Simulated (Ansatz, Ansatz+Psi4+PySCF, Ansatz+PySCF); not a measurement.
```xyz
3

C     0.0000    0.0000    0.1104
H     0.0000    0.9826   -0.3311
H     0.0000   -0.9826   -0.3311
```

Basis set: cc-pVTZ (spherical functions). Frozen core: 1 orbital. Charge 0, multiplicity 3.

Computed with Ansatz (development build ahead of 0.2.0); each method stands on the lowest determinant of its kind that the runs found.

Problem. Give the atomization energy at this shape (free ground-state atoms in the same class of orbitals less the molecule, no zero-point energy) of triplet CH₂ by UHF-CCSD(T), UHF-MP2.

Solution.

```
     method  atomization energy
UHF-CCSD(T)             8.09 eV
    UHF-MP2             8.09 eV
```
